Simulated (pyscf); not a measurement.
Thermochemistry of product channels of HO–AlH₂ (SMILES [OH][AlH2]) + HF (SMILES F) on the singlet surface, in kcal/mol, from ωB97M-D3(BJ)/def2-TZVP energies (ideal gas, 1 atm, RRHO with modes under 100 cm⁻¹ raised to 100, one conformer, R ln 2 for chiral ones without a mode under 150 cm⁻¹). Structures and frequencies: ωB97X-D3(BJ)/def2-SVP in PySCF.

| products | ΔE | ΔH(298 K) | ΔG(298 K) | ΔG(900 K) |
|---|---|---|---|---|
| H₂O (SMILES O) + F–AlH₂ (SMILES [F][AlH2]) | ? | -11.3 | -11.5 | -11.2 |
| HO–AlH–F (SMILES [OH][AlH][F]) + H₂ (SMILES [H][H]) | -42.0 | -43.7 | -42.3 | ? |

**Question.** Complete the blanks.

**Answer.** 
- H₂O (SMILES O) + F–AlH₂ (SMILES [F][AlH2]), ΔE: -11.8
- HO–AlH–F (SMILES [OH][AlH][F]) + H₂ (SMILES [H][H]), ΔG(900 K): -40.2

These are energies of the channels, which say nothing of barriers.
